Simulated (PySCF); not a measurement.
**Core-level binding energies of P2H4**

Compound: P2H4.
Numbering: `[PH2:1][PH2:2]`

Structure used (PBE0-D3(BJ)/def2-SVP), in Å, numbered top down from 1:
```
atom  x, y, z in Å
P1    -0.959   -0.581   -0.009
P2     0.982    0.550    0.010
H3    -1.552    0.239    1.002
H4    -1.510    0.221   -1.057
H5     1.572   -0.299    0.999
H6     1.537   -0.222   -1.059
```

Level of theory: delta-SCF UKS SCAN, pcX-2 on the ionised atom, pcseg-1 elsewhere, spin-free X2C in PySCF. Each binding energy is the total energy of the core-ionised species, with the hole localised on one atom, minus that of the ground state; both are solved self-consistently, so orbital relaxation is included.

Q: What binding energy does each computed site have?

A: 
| atom(s) | bonded to | level | binding energy (eV) | 2p1/2 (eV) | count |
| --- | --- | --- | --- | --- | --- |
| P1/P2 | 2 H and P | P 2p3/2 | 136.72 | 137.61 | 2 |
| P1/P2 | 2 H and P | P 1s | 2150.29 | – | 2 |

Q: What is the longest wavelength that can ionise P 2p3/2 of P1/P2 vertically?

A: λ = hc/E = 12398.42 eV Å / 136.72 eV = 90.685 Å.

Atoms equivalent by their bonding share one computed value, that of the first of them. The 2p values aren't plain energy differences: one relaxed spin-free 2p hole is combined with a matrix within the shell (ground-state 2p orbital-energy differences and spin–orbit coupling). 2p3/2, the mean of its two sublevels, lies a third of the splitting below the shell's mean and 2p1/2 two thirds above it; the statistical areas are 2:1. 2p1/2 minus 2p3/2 (ligand field included): P 0.89 eV. Geometry: PBE0-D3(BJ)/def2-SVP, one conformer, isolated molecule.

On one thread, Arm Neoverse V2 (aarch64), no GPU, shared host with 48 logical CPUs at a one-minute load of 10, this took 2.4 s and 0.29 GiB of memory at its peak.
